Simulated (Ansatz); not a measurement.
# How far each method lies from full CI for Li2, singlet

Geometry: MP2(full)/6-31G*, from the G2/97 set.

```xyz
2

Li    0.0000    0.0000    0.0000
Li    0.0000    0.0000    2.7731
```

Basis cc-pVDZ; Ansatz 0.2.0. Correlated methods freeze the noble-gas cores, which leaves 2 electrons in 26 orbitals. Prefix R: restricted or restricted open-shell reference; prefix U: unrestricted. Active spaces: valence = (2e, 8o) chosen from the atoms' valence shells. The metal's outer-core shells are frozen, which leaves out core–valence correlation.

Full CI is exact within this basis and frozen core; it isn't the basis-set limit. The frozen core follows each run's orbitals, which can shift R against U totals by a few meV.

With two correlated electrons CCSD is exact, so what parts a cluster row from full CI is its frozen core alone.

The UHF ⟨S²⟩ is 0.299 and the T1 diagnostic (RCCSD) is 0.0122. The largest doubles amplitude (RCCSD) is 0.116.

| level | E − E(full CI) (kJ/mol) | share of correlation (%) | wall time |
| --- | --- | --- | --- |
| RHF | 80.4 | 0.00 | – |
| RMP2 | 30.4 | 62.14 | – |
| RCCSD | 0.0 | 100.00 | – |
| RCCSD(T) | 0.0 | 100.00 | 0.21 s |
| BCCD(T) | 0.0 | 100.00 | 0.21 s |
| CASSCF (valence space) | 0.3 | 99.67 | – |
| NEVPT2 (valence space) | 0.1 | 99.88 | 0.36 s |
| MRCISD (valence space) | 0.0 | 100.03 | – |
| MRCISD+Q (valence space) | 0.0 | 100.03 | 1.1 s |
| MRCISD+Q(relaxed) (valence space) | 0.0 | 100.04 | 1.2 s |

The correlation energy at full CI, counted from RHF, is -0.833 eV. That run took 0.18 s on 1 thread of AMD EPYC 7R43, shared host over 110 determinants.

Run but not shown, since their state, orbitals or frozen core can't be matched to the reference's or they repeat it: UHF.

Times hold each run's SCF and search for its determinant on a shared host, so for small cases they say little of a method's own cost; they ran on 1 thread of AMD EPYC 7R43.

The full-CI state has the irrep Ag of D2h, in the program's axes (one component, if the state is degenerate).

Natural occupations of full CI about the gap: 1.812 0.060 0.060 0.037 0.030 0.000 0.000 0.000 0.000 0.000; effectively unpaired electrons, Σ n²(2−n)², 0.15.

Atomization energy (electronic, same basis, no zero-point term; atoms at the same level, unrestricted beside the R rows where the molecule is a closed shell, with restricted open-shell steps beyond CCSDT(Q)) at full CI: 93.9 kJ/mol. Errors of other levels:

| level | error (kJ/mol) |
| --- | --- |
| RHF | -80.4 |
| RMP2 | -30.4 |
| RCCSD | 0.0 |
| RCCSD(T) | 0.0 |
| BCCD(T) | 0.0 |
| CASSCF (valence space) | -0.3 |
| NEVPT2 (valence space) | -0.1 |
| MRCISD (valence space) | 0.0 |
| MRCISD+Q (valence space) | 0.0 |
| MRCISD+Q(relaxed) (valence space) | 0.0 |

This basis is far from its limit, so the value isn't to be set against a measured one. Truncated CI isn't size-consistent, which counts against it in atomization.
